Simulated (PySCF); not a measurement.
C4H8, SMILES C=C(C)C. Geometry: PBE-D3(BJ)/def2-SVP.

**Question.** Give the equilibrium geometry at PBE-D3(BJ)/def2-SVP (PySCF confirms it by a frequency run) as bond lengths and angles, and its point group. (The exact figures need the calculation; the answer reports its results.)

**Answer.** point group C2v.
Atoms: C1 C2 C3 C4 H5 H6 H7 H8 H9 H10 H11 H12. Bonded distances (Å): C1–C2 1.507, C1–H5 1.112, C1–H6 1.112, C1–H7 1.107, C2–C3 1.507, C2–C4 1.349, C3–H8 1.112, C3–H9 1.107, C3–H10 1.112, C4–H11 1.102, C4–H12 1.102. Angles (°): C2–C1–H5 111.0, C2–C1–H6 111.0, C2–C1–H7 112.2, H5–C1–H6 106.1, H5–C1–H7 108.2, H6–C1–H7 108.2, C1–C2–C3 115.7, C1–C2–C4 122.2, C3–C2–C4 122.2, C2–C3–H8 111.0, C2–C3–H9 112.2, C2–C3–H10 111.0, H8–C3–H9 108.2, H8–C3–H10 106.1, H9–C3–H10 108.2, C2–C4–H11 121.4, C2–C4–H12 121.4, H11–C4–H12 117.2.
